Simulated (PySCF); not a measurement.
An unknown shows these calculated signals:

¹H NMR (600 MHz, computed): δ 10.59 (br s, 1H), 3.02 (m, 2H), 2.73 (m, 2H), 1.81 (m, 2H).

¹³C{¹H} NMR (computed): δ 184.1 (C), 39.5 (CH2), 39.3 (CH2), 11.4 (CH2).

Theoretical values (PySCF): shieldings: GIAO PBE0/pcSseg-1, couplings computed with B3LYP/pcJ-1 (spin–dipole term only in couplings to heteroatoms), GFN2-xTB geometry. One averaged value for each set of equivalent atoms, one conformer, isolated molecule, non-relativistic.

δ = σ(ref) − σ, references computed at the same level: ¹H (31.72 ppm), ¹³C (186.93 ppm) vs TMS.

**Question.** Which of these does the molecule contain: a ketone, an NH or NH2 group, a non-aromatic C=C double bond, a tert-butyl group?

**Answer.** 
- A ketone: no.
- An NH or NH2 group: yes (δH 10.59 (br s)).
- A non-aromatic C=C double bond: no.
- A tert-butyl group: no.

The data belong to SMILES N=C1CCC1, C₄H₇N; they needn't prove each group on their own.

Carbon signals by region: 1 in the far downfield region (above 160 ppm), 3 below 50 ppm. Above 160 ppm: 184.1, C=N carbon.

The OH or NH signal is concentration- and solvent-dependent in practice; the value given is the gas-phase one. Multiplet labels drop couplings under 1 Hz and merge nearly equal ones. Couplings among chemically equivalent protons are left out too, so labels in AA′BB′ or AA′XX′ sets are apparent multiplicities. Unscaled 3J(H,H) at this level run about 10 % above measured values. Shifts are as computed. Against solution values, carbons near 30 ppm lie about +3 ppm off and those near 130 ppm about +5 ppm. Of 1211 compounds with measured shifts, 218 miss one by over three times the rms of a fit or turn the order of signals round; such compounds aren't used in these exercises. 3J across rotatable bonds or in flexible rings reflects this conformer alone.
